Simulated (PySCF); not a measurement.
Geometries of 3 isomers of C3H2F2, from PBE0-D3(BJ)/def2-SVP geometry optimisation, gas phase in PySCF 2.14.0. One conformer each, no zero-point energy, no frequencies.

Problem. Which is lowest in electronic energy at this level?
A.
```xyz
7
angstrom
C      1.695   -0.085   -0.375
C      0.517   -0.031   -0.115
C     -0.906    0.090    0.217
F     -1.661   -0.032   -0.893
F     -1.274   -0.875    1.083
H      2.743   -0.144   -0.611
H     -1.124    1.070    0.678
```
B.
```xyz
7
angstrom
F     -1.243   -0.881    1.501
C     -0.530   -0.426    0.511
C     -0.307   -0.409   -0.769
C      0.565    0.433    0.116
F      0.398    1.793    0.112
H     -0.507   -0.709   -1.794
H      1.628    0.210    0.292
```
C.
```xyz
7
angstrom
F     -1.133   -1.773    0.454
C     -0.341   -0.778    0.169
C      0.812   -0.284   -0.117
F      2.091   -0.395   -0.343
C     -0.312    0.711   -0.042
H     -0.725    1.145   -0.970
H     -0.387    1.393    0.824
```

Solution. A. That is `C#CC(F)F`, 10.7 kcal/mol below the next.

```csv
SMILES,atoms numbered as above,E (Eh),relative (kcal/mol),relative (kJ/mol),dipole (D)
C#CC(F)F,[CH:1]#[C:2][CH:3]([F:4])[F:5],-314.55322,0.0,0.0,2.08
FC1=C[C@H]1F,[F:1][C:2]1=[CH:3][C@H:4]1[F:5],-314.53612,10.7,44.9,1.88
FC1=C(F)C1,[F:1][C:2]1=[C:3]([F:4])[CH2:5]1,-314.51677,22.9,95.7,0.71
```

As drawn, the lowest has a C≡C bond and two fluorines on one carbon, which the highest lacks; the highest has a three-membered ring and a C=C bond outside aromatic rings, which the lowest lacks.
